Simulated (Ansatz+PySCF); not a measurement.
Values are calculated unless marked as measured or tabulated.
## PySCF 2.14.0 run

```python
from pyscf import gto, scf, cc

mol = gto.M(atom="""
Al 0.000000 0.000000 0.000000
N 0.000000 0.000000 2.000000
""", basis='sto-3g', charge=0, spin=2)
mf = scf.UHF(mol)
mf.kernel()
mycc = cc.CCSD(mf, frozen=6).run()
et = mycc.ccsd_t()
print(mf.e_tot, mycc.e_corr, et, mycc.e_tot + et)
```

The script is written out from the run's settings.

Results

| Quantity | Value |
| --- | --- |
| Converged | yes |
| Reference energy | -292.61492 hartree |
| CCSD correlation energy | -0.06094 hartree |
| Triples correction | -0.00494 hartree |
| Total energy | -292.68080 hartree |
| Spin squared of the determinant | 2.035 |

This is not the lowest solution: another run reaches a determinant 1.45 eV lower. Caution: another reference gives a lower total.
